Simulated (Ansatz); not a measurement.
`CC(F)S` + `N=CO` → `CC(F)OC=N` + H₂S  (substitution at a C–S bond)

Gas-phase electronic energies from Ansatz, PBE0-D4/def2-TZVP geometries. CCSD(T)/CBS is the MP2 limit (def2-TZVPP, def2-QZVPP) plus CCSD(T) − MP2 in def2-TZVPP, frozen cores. This one scheme is used for every species. DFT in def2-TZVPP. B3LYP here is the variant with VWN-RPA as its local correlation; programs differ in this. One conformer a species, not always the lowest.

`CC(F)S`:

Z-matrix (Å, degrees):
```
C
C 1 1.506
H 1 1.090 2 110.4
H 1 1.092 2 110.3 3 120.3
H 1 1.092 2 109.7 3 -120.3
F 2 1.384 1 108.6 3 176.4
S 2 1.800 1 114.3 3 -59.2
H 2 1.094 1 111.4 3 58.9
H 7 1.344 2 96.1 1 -45.3
```

`N=CO`:

Cartesian coordinates in Å:
```
N -0.800 -0.311 -0.582
C 0.054 -0.043 0.302
O 1.164 0.649 0.032
H -1.575 -0.841 -0.198
H 0.022 -0.315 1.359
H 1.136 0.861 -0.913
```

`CC(F)OC=N`:

```xyz
12

C     0.949   -1.422   -0.796
C     0.251   -0.115   -0.571
F     0.949    0.893   -1.190
O     0.241    0.148    0.808
C    -0.691    1.004    1.270
N    -1.566    1.541    0.548
H     1.025   -1.615   -1.866
H     1.950   -1.387   -0.365
H     0.386   -2.231   -0.329
H    -0.769   -0.081   -0.958
H    -0.554    1.129    2.346
H    -2.172    2.135    1.102
```

H₂S:

Z-matrix (Å, degrees):
```
S
H 1 1.341
H 1 1.341 2 92.3
```

Question: Is it downhill or uphill in electronic energy at CCSD(T)/CBS, and by how much? (Best estimate.)

Answer: Ansatz gave: Nearly level: ΔE = +2.7 kJ/mol.

Question: What do these levels give: PBE0-D4, B3LYP-D4, ωB97X-V, ωB97M-V, B2PLYP, B3LYP, MP2/def2-TZVPP, CCSD/def2-TZVPP, HF/def2-QZVPP, MP2/def2-QZVPP, HF/CBS(def2), MP2/CBS(def2)? (Estimate.)

Answer: Computed: PBE0-D4 5.8, B3LYP-D4 2.2, ωB97X-V -0.8, ωB97M-V 1.5, B2PLYP 2.1, B3LYP 2.9, MP2/def2-TZVPP 3.5, CCSD/def2-TZVPP -3.9, HF/def2-QZVPP -10.8, MP2/def2-QZVPP 6.4, HF/CBS(def2) -10.8, MP2/CBS(def2) 8.6 kJ/mol.

Largest T1 diagnostic among the species: 0.014.

From PBE to PBE0 (25 % exact exchange), in def2-TZVPP and without D4, ΔE moves by −4.3 kJ/mol. In def2-TZVPP, CCSD(T) changes the Hartree–Fock value by +8.4 kJ/mol (the triples alone add +1.5 kJ/mol) and MP2 by +14.3 kJ/mol.
